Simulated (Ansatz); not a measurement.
Species: H$_{2}$OCl, charge 1, singlet. H2OCl+ (SMILES Cl[OH2+]).
B3LYP-D3(BJ)/def2-TZVP minimum from Ansatz (a first-principles code):
```xyz
4

O     -0.0211     1.0722    -0.0746
H     -0.9457     1.3908     0.0477
Cl     0.0314    -0.6722    -0.0032
H      0.5812     1.4595     0.6026
```
Charge +1, spin multiplicity 1.

Hartree-Fock and CCSD correlation energies in hartree (Ansatz). Radicals and triplets start from unrestricted determinants; spin-orbit coupling is neglected. Cores are frozen in correlated methods. No relativity.

```tsv
basis	X	E(HF)	E(corr, CCSD)
cc-pV(T+d)Z	3	-535.18136	-0.45807
cc-pV(Q+d)Z	4	-535.19160	-0.49081
cc-pV(5+d)Z	5	-535.19387	withheld
```

**Question.** Fit E(corr) = E∞ + A/X³ to X = 3 and 4, predict X = 5, and compare with the run.

**Answer.** A = (-0.45807 - (-0.49081))/(1/27 - 1/64) = 1.5290; E∞ = -0.49081 - A/64 = -0.51470; at X = 5, E∞ + A/125 = -0.50247. The run gave -0.50190, 0.57 mEh above the prediction. The same form on X = 4 and 5 gives E∞ = -0.51354, 1.17 mEh above the first estimate.
